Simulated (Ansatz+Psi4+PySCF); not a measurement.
The numbers below are computed, except where a source is named.
## Ansatz (development build ahead of 0.2.0) run

```yaml
crystal:
  periodic: [false, false, false]
  atoms:
    - { symbol: "N", position_ang: [0.0, 0.0, 0.65827] }
    - { symbol: "N", position_ang: [0.0, 0.0, -0.65827] }
basis:
  gaussian: { orbitals: cc-pVTZ }
hamiltonian:
  xc: hf
correlation:
  method: mp2
  frozen_orbitals: { "N": 1 }
scf:
  omitted_lower_state_checks: [stability, starts, atomic_configurations, cluster_reference, orbital_swaps, given_window_search, neighbouring_geometries, increment]
```

The input is written out in the form of the current development build from the run's settings.

Results

```
Converged                                                          : yes
Reference energy                                                   : -108.85531 hartree
Correlation energy                                                 : -0.44799 hartree
Total energy                                                       : -109.30330 hartree
Spin squared of the determinant                                    : 0.000
Occupied orbitals by symmetry in an Abelian subgroup (alpha; beta) : 3 Ag 2 B1u 1 B2u 1 B3u; 3 Ag 2 B1u 1 B2u 1 B3u
```

Caution: large share of triples, a single reference is doubtful; stretched shape with no unrestricted run beside it, a lower state can exist; unrestricted orbitals would lower the determinant.
